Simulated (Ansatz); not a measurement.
Results of r²SCAN+rVV10 (Ansatz, a quantum-chemistry and plane-wave program, PAW) for rhombohedral A7 Bi.

Numerical settings: plane-wave cutoff 500 eV, 20×20×20 k mesh, Fermi–Dirac smearing 0.1 eV, scalar-relativistic PAW data made under PBE.

Computed at the level's own relaxed cell.

What does this level give for the volume per atom, lattice constant a and lattice parameter c?


volume per atom: 35.54 Å³/atom
lattice constant a: 4.519 Å
lattice parameter c: 12.059 Å

Measured, for comparison: lattice constant a 4.533 Å, lattice parameter c 11.796 Å (low temperature, zero-point motion not removed, hexagonal setting; as tabulated in Arnaud et al. (2016), arXiv:1602.08959). Computed (rounded) less measured: lattice constant a -0.3 %, lattice parameter c +2.2 %.

Spin–orbit coupling is not included; it can shift volumes and moduli of such heavy elements.

Computed values are for the static lattice.

Computing time: very roughly 8 core-minutes.
